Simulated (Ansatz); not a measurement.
Ansatz (a quantum-chemistry and plane-wave program) input (wB97M-V/cc-pVTZ):

Ansatz 0.2 input:
```yaml
crystal:
  periodic: [false, false, false]
  atoms:
    - {symbol: F, position_ang: [-0.00000000, -0.00000000, -0.09245367]}
    - {symbol: H, position_ang: [0.00000000, 0.00000000, 0.83208299]}
basis:
  gaussian:
    orbitals: cc-pVTZ
    final_grid: {core_spheres: 6, valence_spheres: 5, degree: 17}
hamiltonian:
  xc: {name: wB97M-V}
magnetization: {spin_polarized: false}
```

Output:

```
Functional definition: wB97M-V
integrals: 0.00 GiB planned
206 factors; their error is unknown
integrals: 0.03 GiB planned
48 factors; integrals over basis functions are off by at most 1.5e-5 eV
mean field: 0.07 GiB planned
mean field evaluation 1: about -2732.1804 eV, gradient 2.9e1 eV
mean field evaluation 2: about -2732.2756 eV, gradient 3.2e1 eV
mean field evaluation 4: about -2733.4119 eV, gradient 2.2e-1 eV
mean field evaluation 8: about -2733.4072 eV, gradient 1.1e-3 eV
mean field -2733.40722260 eV, -100.4508626606 hartree, gradient 1.8e-5 eV, S^2 0.000000; 0 other end points of the search recorded, 0 dependent functions left out
reference -2733.40722860 eV, -100.4508628810 hartree; 5, 5 occupied and 39, 39 virtual orbitals, 206 factors
Total energy: -2733.40722860 eV, -100.4508628810 hartree
```
